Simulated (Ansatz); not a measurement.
Down a group: vertical spin gaps of H2B–P, H₂Al–P

Ansatz 0.2.0, basis cc-pVDZ; geometries are PBE0/def2-TZVP minima. Wave-function levels freeze the cores; HF, MP2 and coupled cluster are restricted for singlets and unrestricted otherwise, Kohn–Sham unrestricted where that lies lower. The reference is CCSDT(Q) (coupled cluster only where its series has nearly closed). Semilocal and hybrid functionals correlate all electrons outside any core potential and usually lie nearer their basis limit than the reference, so part of their error here is the reference's basis and frozen-core error; RPA and the MP2 part of double hybrids freeze the same cores as the reference. An error is the level's value less the reference. None of these values is a measured one. Energies are electronic, without zero-point terms. The set is small: such energies can lie up to about 0.3 eV from the limit, spin gaps mostly less, so near ties and functionals' places can change in larger sets. No spin–orbit coupling and no scalar relativity. The species are chosen: bound, without strong static correlation by their natural occupations or amplitudes, in their lowest spin state as far as vertical gaps and like structures tell, and with a ladder that closes on the reference, so errors are smaller than for species at large; levels whose determinant breaks symmetry or spin markedly are left out.

```json
{"species": "H2B–P, triplet", "bonds (Å)": "B–P 1.888, B–H 1.197, angles at B 119/120°", "quantity": "quintet less triplet, vertical", "symmetry of the states": "A2 / B2", "reference": "CCSDT(Q)", "value (kcal/mol)": "93.0", "error MP2": "-0.8", "error CCSD": "0.1", "error CCSD(T)": "0.0", "error PBE": "-1.9", "error PBE0": "0.1"}
{"species": "H2Al–P, triplet", "bonds (Å)": "Al–P 2.334, Al–H 1.588, angles at Al 120/121°", "quantity": "quintet less triplet, vertical", "symmetry of the states": "A2 / B2", "reference": "CCSDT(Q)", "value (kcal/mol)": "88.0", "error MP2": "1.9", "error CCSD": "0.4", "error CCSD(T)": "0.2", "error PBE": "-2.1", "error PBE0": "1.8"}
```

The reference falls from B to Al, by 5.0 kcal/mol in all.
